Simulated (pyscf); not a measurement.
PySCF, gas phase, ωB97X-D3(BJ)/def2-SVP geometries.

Task: How much does it cost (ΔH, 298 K, ωB97M-D3(BJ)/def2-TZVP) to split `[CH3][Hf]([Cl])([Cl])[Cl]` at its C–H bond into [H₂C–Hf(Cl)(Cl)–Cl]• + H•?

Result: C–H to [H₂C–Hf(Cl)(Cl)–Cl]• + H•: 408.8 kJ/mol. The 7 functionals that were run give +392.3 (r²SCAN) to +408.8 kJ/mol (ωB97M-D3(BJ)). The radicals are drawn with the spin at the cut bond; how far it spreads was not checked. Other isomers of [H₂C–Hf(Cl)(Cl)–Cl]• were not searched in full and may lie lower. Open-shell species with a d-block atom are single-reference here; other states, and whether the spin sits on metal or ligand, were not checked. Elements past Kr carry the def2 core potentials, without spin-orbit coupling.
